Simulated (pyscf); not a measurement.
Routes from H₂Ge=AsH (SMILES [GeH2]=[AsH]) + H₂ (SMILES [H][H])

Candidate steps break at most two bonds and form at most two. Each was searched with GFN2-xTB (tblite) first. Single points on ωB97X-D3(BJ)/def2-SVP structures (PySCF, gas phase). Energies: ωB97M-D3(BJ)/def2-TZVP, kcal/mol, from the separated reactants, singlet surface; ΔG‡ with ideal gas, 1 atm, RRHO with modes under 100 cm⁻¹ raised to 100, one conformer, R ln 2 for chiral ones without a mode under 150 cm⁻¹.

| products | type | ΔE‡ | ΔE | ΔG‡ 298 K | ΔG‡ 900 K | ν‡ (cm⁻¹) |
|---|---|---|---|---|---|---|
| H₃Ge–AsH₂ | addition across a multiple bond or ene-type step | 35.1 | -32.0 | 43.2 | 60.7 | 1510i |
| AsH₃ + GeH₂ [singlet] | concerted two-bond exchange | 36.7 | +13.8 | 44.2 | 60.0 | 574i |

Row 2: On the product side the descent ends in an adduct with a As–Ge contact, 8.7 kcal/mol under the separated species and 27.3 kcal/mol under the saddle at ωB97X-D3(BJ)/def2-TZVP. 

Plain bond fissions and candidates not yet searched are not listed, and one of them may be faster. Each barrier is that of the saddle found; lower ones may exist. Elements up to Kr have no core potential and no relativistic terms here.
